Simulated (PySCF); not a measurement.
Molecule: SMILES C=O, CH₂O.

Atom-mapped SMILES (the numbers label the heavy atoms): `[CH2:1]=[O:2]`. Hydrogens are named by the atom that carries them.

Spin–spin couplings on one PBE0-D3(BJ)/def2-SVP geometry, PySCF 2.14, gas phase, non-relativistic, equivalent pairs averaged; isotopes ¹H; functional B3LYP.

Reference values (Hz): ²J(H(C1),H(C1)) = 40.2 (measured; Jessen and Sauer, arXiv:2312.00705; CC3 and CCSD from Faber, Sauer, Gauss 2017).

How do the couplings (Hz) change with the basis set? Times are CPU seconds on shared hosts with different chips, so compare them loosely. Far from the basis limit: 6-31G*, 6-31G-J, pcJ-0, def2-TZVP, cc-pVTZ.

Results:


```tsv
basis set	functions	²J(H(C1),H(C1))	abs. error	core-s
6-31G*	32	41.3	1.1	1.4
6-31G-J	32	42.7	2.4	1.5
pcJ-0	32	36.5	3.7	1.4
pcJ-1	74	45.0	4.8	1.4
def2-TZVP	74	40.3	0.1	2.8
cc-pVTZ	88	40.6	0.4	3
aug-cc-pVTZ-J	132	48.1	7.8	5.4
pcJ-2	150	47.8	7.6	6.5
```

Errors compare magnitudes, without vibrational corrections. Closest: def2-TZVP; furthest: aug-cc-pVTZ-J.

The Fermi-contact term samples the wavefunction at the nucleus, which is why sets with added tight s functions (names with J) are made for couplings. Agreement of an ordinary basis with the reference is then largely a cancellation of errors.
